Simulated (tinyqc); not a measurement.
Inside a calculation. Method: CIS and TDHF on RHF in the sto-3g basis, for H2O, spin multiplicity 1. One step of it, computed by the program tinyqc.

Question. CIS matrix, singlets. A(ia,jb) = (e_a - e_i) d_ij d_ab + 2 (ia|jb) - (ij|ab).

orbital energies (hartree): MO1 -20.246957, MO2 -1.242444, MO3 -0.592913, MO4 -0.444081, MO5 -0.387722, MO6 0.553334, MO7 0.685984

Two-electron integrals over orbitals (pq|rs), unique and non-zero (hartree):
```
p,q,r,s,(pq|rs)
1,1,1,1,4.745333
2,1,1,1,-0.420745
2,1,2,1,0.059152
2,2,1,1,1.008623
2,2,2,1,-0.013819
2,2,2,2,0.724298
3,1,3,1,0.010741
3,2,3,1,0.017297
3,2,3,2,0.139848
3,3,1,1,0.784148
3,3,2,1,-0.004480
3,3,2,2,0.633308
3,3,3,3,0.617911
4,1,1,1,0.176884
4,1,2,1,-0.022255
4,1,2,2,0.014644
4,1,3,3,0.006100
4,1,4,1,0.026601
4,2,1,1,-0.135891
4,2,2,1,0.008777
4,2,2,2,-0.006260
4,2,3,3,0.006027
4,2,4,1,0.018952
4,2,4,2,0.127070
4,3,3,1,-0.003025
4,3,3,2,0.023592
4,3,4,3,0.049649
4,4,1,1,0.980332
4,4,2,1,-0.012731
4,4,2,2,0.672339
4,4,3,3,0.586608
4,4,4,1,-0.010538
4,4,4,2,-0.102540
4,4,4,4,0.757018
5,1,5,1,0.026015
5,2,5,1,0.032719
5,2,5,2,0.146419
5,3,5,3,0.027799
5,4,5,1,-0.012882
5,4,5,2,-0.045870
5,4,5,4,0.053325
5,5,1,1,1.115344
5,5,2,1,-0.011844
5,5,2,2,0.749130
5,5,3,3,0.618235
5,5,4,1,0.004942
5,5,4,2,-0.073034
5,5,4,4,0.717517
5,5,5,5,0.880159
6,1,1,1,-0.225035
6,1,2,1,0.033912
6,1,2,2,-0.001418
6,1,3,3,0.000307
6,1,4,1,0.000608
6,1,4,2,0.020480
6,1,4,4,-0.017998
6,1,5,5,-0.005958
6,1,6,1,0.029276
6,2,1,1,0.294726
6,2,2,1,-0.006529
6,2,2,2,0.139145
6,2,3,3,0.071656
6,2,4,1,0.018527
6,2,4,2,0.024409
6,2,4,4,0.080284
6,2,5,5,0.153259
6,2,6,1,0.007720
6,2,6,2,0.099214
6,3,3,1,0.002891
6,3,3,2,-0.040426
6,3,4,3,-0.032221
6,3,6,3,0.073530
6,4,1,1,0.235873
6,4,2,1,-0.002659
6,4,2,2,0.105536
6,4,3,3,0.044683
6,4,4,1,0.002069
6,4,4,2,-0.036509
6,4,4,4,0.126048
6,4,5,5,0.127197
6,4,6,1,-0.000706
6,4,6,2,0.061736
6,4,6,4,0.077406
6,5,5,1,0.014908
6,5,5,2,0.056778
6,5,5,4,0.000776
6,5,6,5,0.037081
6,6,1,1,0.792241
6,6,2,1,-0.007137
6,6,2,2,0.605105
6,6,3,3,0.563011
6,6,4,1,0.020056
6,6,4,2,0.055536
6,6,4,4,0.546568
6,6,5,5,0.583740
6,6,6,1,0.008530
6,6,6,2,0.094573
6,6,6,4,0.046941
6,6,6,6,0.591044
7,1,3,1,0.014930
7,1,3,2,0.022625
7,1,4,3,-0.004336
7,1,6,3,0.003493
7,1,7,1,0.020800
7,2,3,1,0.014214
7,2,3,2,0.045701
7,2,4,3,-0.032691
7,2,6,3,0.033536
7,2,7,1,0.018763
7,2,7,2,0.064218
7,3,1,1,0.365459
7,3,2,1,-0.007274
7,3,2,2,0.147832
7,3,3,3,0.089621
7,3,4,1,-0.000569
7,3,4,2,-0.076428
7,3,4,4,0.155323
7,3,5,5,0.194551
7,3,6,1,-0.006477
7,3,6,2,0.074454
7,3,6,4,0.085708
7,3,6,6,0.039966
7,3,7,3,0.154510
7,4,3,1,-0.009073
7,4,3,2,-0.075545
7,4,4,3,-0.003016
7,4,6,3,0.048303
7,4,7,1,-0.012480
7,4,7,2,-0.017134
7,4,7,4,0.069235
7,5,5,3,0.023811
7,5,7,5,0.024753
7,6,3,1,0.008664
7,6,3,2,0.095110
7,6,4,3,0.053063
7,6,6,3,-0.066448
7,6,7,1,0.011564
7,6,7,2,-0.007451
7,6,7,4,-0.058735
7,6,7,6,0.115124
7,7,1,1,0.860286
7,7,2,1,-0.009273
7,7,2,2,0.618808
7,7,3,3,0.600417
7,7,4,1,0.003981
7,7,4,2,-0.016358
7,7,4,4,0.599188
7,7,5,5,0.620365
7,7,6,1,-0.004688
7,7,6,2,0.066663
7,7,6,4,0.045289
7,7,6,6,0.560145
7,7,7,3,0.095400
7,7,7,7,0.611993
```

Give: CIS matrix A, singlet.

Answer.

CIS matrix A, singlet (hartree):
```
,1>6,1>7,2>6,2>7,3>6,3>7,4>6,4>7,5>6,5>7
1>6,20.0666,0.0000,0.0226,0.0000,0.0000,-0.0216,-0.0215,0.0000,0.0000,0.0000
1>7,0.0000,20.1143,0.0000,0.0468,-0.0017,0.0000,0.0000,-0.0289,0.0000,0.0000
2>6,0.0226,0.0000,1.3891,0.0000,0.0000,0.0538,0.0679,0.0000,0.0000,0.0000
2>7,0.0000,0.0468,0.0000,1.4381,-0.0280,0.0000,0.0000,-0.0179,0.0000,0.0000
3>6,0.0000,-0.0017,0.0000,-0.0280,0.7303,0.0000,0.0000,0.0435,0.0000,0.0000
3>7,-0.0216,0.0000,0.0538,0.0000,0.0000,0.9875,0.1184,0.0000,0.0000,0.0000
4>6,-0.0215,0.0000,0.0679,0.0000,0.0000,0.1184,0.6057,0.0000,0.0000,0.0000
4>7,0.0000,-0.0289,0.0000,-0.0179,0.0435,0.0000,0.0000,0.6693,0.0000,0.0000
5>6,0.0000,0.0000,0.0000,0.0000,0.0000,0.0000,0.0000,0.0000,0.4315,0.0000
5>7,0.0000,0.0000,0.0000,0.0000,0.0000,0.0000,0.0000,0.0000,0.0000,0.5028
```
